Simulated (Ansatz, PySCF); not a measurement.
System: CH3O, net charge 0, doublet state. SMILES: O[CH2]
Geometry: optimised at B3LYP-D3(BJ)/def2-TZVP (Ansatz, a first-principles code).

Unscaled harmonic wavenumbers (cm⁻¹) in rising order, each level at the stationary point that it reaches from this structure (no distance between atoms moves by over 0.3 Å); the order of modes can differ between levels, and a negative number is imaginary. B3LYP-D3(BJ)/def2-TZVP (PySCF, at the structure above): 420, 549, 1056, 1203, 1359, 1487, 3130, 3272, 3809.

HF/3-21G (Ansatz): 388, 749, 1123, 1195, 1451, 1619, 3272, 3418, 3893. Zero-point energy 24.5 against 23.3 kcal/mol; where all levels lie over 400 cm⁻¹, the wavenumbers are on average 1.086 times those of B3LYP-D3(BJ)/def2-TZVP.

HF/6-31G* (Ansatz): 412, 856, 1155, 1287, 1483, 1626, 3287, 3425, 4123. Zero-point energy 25.2 against 23.3 kcal/mol; where all levels lie over 400 cm⁻¹, the wavenumbers are on average 1.136 times those of B3LYP-D3(BJ)/def2-TZVP.
